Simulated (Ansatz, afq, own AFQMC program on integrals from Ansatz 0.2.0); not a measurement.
Where AFQMC and coupled cluster stand for AuSiH$_{3}$, singlet

```yaml
atoms:
  - { symbol: Au, position_ang: [-0.3781, 0.0024, 0.0021] }
  - { symbol: Si, position_ang: [2.3448, -0.0151, -0.0131] }
  - { symbol: H, position_ang: [2.8391, -1.4172, -0.0109] }
  - { symbol: H, position_ang: [2.8593, 0.6855, 1.1930] }
  - { symbol: H, position_ang: [2.8457, 0.6767, -1.2300] }
```

Connectivity, by distances: Au–SiH3.

Basis def2-SVP with its core potentials. Noble-gas cores (and the filled d shells of Ga–Kr and In–Xe) are frozen. Integrals, coupled cluster, full CI and functionals: Ansatz 0.2.0; the random walks run on the same integrals in our own AFQMC program. ph-AFQMC/CISD is guided by a CISD state made of CCSD amplitudes; releasing the constraint for a short imaginary time cuts its bias at the price of noise, slowly where states lie close. Error bars are statistical, one sigma. No spin–orbit coupling. The metal's outer-core s and p shells are frozen, which shifts wave-function levels against functionals.

Determinant: RHF, the one that the program's search chose, which needn't be the lowest solution. The geometry is a point of a scan.

No full CI on the walks' own integrals is used here; CCSDT(Q) serves as the reference and is uncertain by about the last step of the cluster series.

Cautions: no spin-orbit coupling; outer-core shells of the metal frozen; higher spins were not checked.

The T1 diagnostic is 0.0272 and the weight of the determinant in the CISD state is 0.836. The size of the correlated space is 18 electrons in 56 orbitals.

```tsv
level	correlation energy (eV)
MP2	-10.4282
CCSD	-10.7075
CCSD(T)	-10.9754
```

Task: Estimate where AFQMC with the constraint released lies against CCSD(T) on the same integrals.

Result: 3.8 ± 0.9 kJ/mol below CCSD(T).

Reference: CCSDT(Q), correlation energy -11.003 eV. The released energy is read at 2.60 1/Eh (meV from the phaseless value at times in 1/Eh: -4 ± 5 at 0.24, -7 ± 6 at 0.60, -15 ± 4 at 1.20, -9 ± 10 at 1.80, -13 ± 10 at 2.60).

```csv
level,E − E(reference) (kJ/mol),share of correlation (%)
CCSD(T),2.6,99.75
CCSDT,1.2,99.88
ph-AFQMC/HF,-12.1 ± 3.3,101.14
ph-AFQMC/CISD,0.2 ± 0.5,99.99
released AFQMC,-1.1 ± 0.9,100.10
```

A walk keeps the symmetry of its determinant, which the program's search chose and which needn't be the lowest solution, so a lower state of the same spin and another symmetry isn't excluded. Released energies are given only where the last usable release times agree within the noise; a slower fall can still hide under it.
